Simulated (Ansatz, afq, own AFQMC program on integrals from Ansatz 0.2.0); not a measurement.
**HfB, sextet: AFQMC among the cluster methods**

```xyz
2

Hf    0.0000    0.0000    0.0000
B     0.0000    0.0000    2.1360
```

Basis def2-TZVPP with its core potentials. Noble-gas cores (and the filled d shells of Ga–Kr and In–Xe) are frozen. Integrals, coupled cluster, full CI and functionals: Ansatz 0.2.0; the random walks run on the same integrals in our own AFQMC program. ph-AFQMC/CISD is guided by a CISD state made of CCSD amplitudes; releasing the constraint for a short imaginary time cuts its bias at the price of noise, slowly where states lie close. Free AFQMC starts from the CCSD state and is never constrained. Its projection time is finite, and what remains of the start isn't in its error. ± is one standard error of the sampling. No spin–orbit coupling. The metal's outer-core s and p shells are frozen, which shifts wave-function levels against functionals.

Determinant: UHF, the one that the program's search chose, which needn't be the lowest solution. The geometry is a PBE0/def2-TZVP stationary point of this or a neighbouring charge and spin state.

No full CI on the walks' own integrals is used here; CCSDT(Q) serves as the reference and is uncertain by about the last step of the cluster series.

Cautions: no spin-orbit coupling; outer-core shells of the metal frozen; another spin lies lower; raised T1 diagnostic (T1 0.048, weight of the determinant 0.87, largest double 0.05); (T) is large, 7 % of the CCSD correlation; the released energies are still falling, so no released level is given (meV from the phaseless value at times in 1/Eh: -16.4 ± 2.3 at 0.24, -27 ± 3 at 0.50, -40 ± 7 at 1.00, -65 ± 8 at 1.50).

- T1 diagnostic: 0.0484
- weight of the determinant in the CISD state: 0.869
- ⟨S²⟩ of the determinant: 8.757
- size of the correlated space: 7 electrons in 82 orbitals

| level | correlation energy (eV) |
| --- | --- |
| MP2 | -3.1435 |
| CCSD | -3.6369 |
| CCSD(T) | -3.8919 |

Question: Estimate where free-projection AFQMC lies against CCSD(T) on the same integrals.

Answer: 4.9 ± 0.6 kJ/mol below CCSD(T).

Reference: CCSDT(Q), correlation energy -3.948 eV.

```csv
level,E − E(reference) (kJ/mol),share of correlation (%)
CCSD(T),5.4,98.58
CCSDT,2.0,99.49
ph-AFQMC/HF,32.2 ± 2.0,91.54
ph-AFQMC/CISD,8.9 ± 0.2,97.66
free AFQMC,0.6 ± 0.6,99.85
```

Free projections are given only where their last times agree within the noise and don't stop above the reference; a slow remainder of the start can still hide under it. A walk keeps the symmetry of its determinant, which the program's search chose and which needn't be the lowest solution, so a lower state of the same spin and another symmetry isn't excluded.
